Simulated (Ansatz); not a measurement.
Relaxation of BClH₅P (8 atoms, charge 0, multiplicity 1), to a largest force component of 0.03 eV/Å in at most 50 steps.

All numbers below come from RKS BLYP/def2-SVP (Ansatz 0.2.0).

```xyz
8
Properties=species:S:1:pos:R:3:forces:R:3
B 0.108 -0.529 -0.233 0.01 -0.12 -0.09
Cl -0.160 0.565 2.615 0.02 -0.78 0.06
H 1.109 0.139 -0.335 0.01 0.00 0.00
H -0.976 -0.084 -0.526 0.00 0.01 0.00
P 0.214 -2.307 0.449 -0.02 0.08 0.00
H -0.721 -3.030 -0.354 0.00 0.00 0.00
H 1.435 -2.815 -0.091 0.02 -0.01 -0.02
H -0.095 -0.775 2.550 -0.04 0.82 0.04
```

**Question.** Where does it end, and by what steps?

**Answer.** It converged. After 10 steps the energy has fallen by 0.054 eV; Cl2 moved furthest, 0.55 Å.

| step | energy less start (eV) | largest force component (eV/Å) | accepted |
| --- | --- | --- | --- |
| 0 | 0.0000 | 0.822 | yes |
| 1 | -0.0266 | 0.670 | yes |
| 2 | -0.0332 | 0.711 | yes |
| 3 | 0.0101 | 0.715 | no |
| 4 | -0.0472 | 0.176 | yes |
| 5 | -0.0512 | 0.075 | yes |
| 6 | -0.0523 | 0.055 | yes |
| 7 | -0.0534 | 0.072 | yes |
| 8 | -0.0535 | 0.032 | yes |
| 9 | -0.0536 | 0.051 | yes |
| 10 | -0.0537 | 0.014 | yes |

```xyz
8
Properties=species:S:1:pos:R:3
B 0.139 -0.541 -0.473
Cl -0.248 0.457 3.151
H 1.147 0.115 -0.589
H -0.944 -0.083 -0.752
P 0.229 -2.201 0.400
H -0.755 -3.042 -0.202
H 1.434 -2.833 -0.033
H -0.088 -0.708 2.575
```

The run took 37 s on 1 thread of Arm Neoverse N1, on a shared host, peak memory 0.13 GiB.
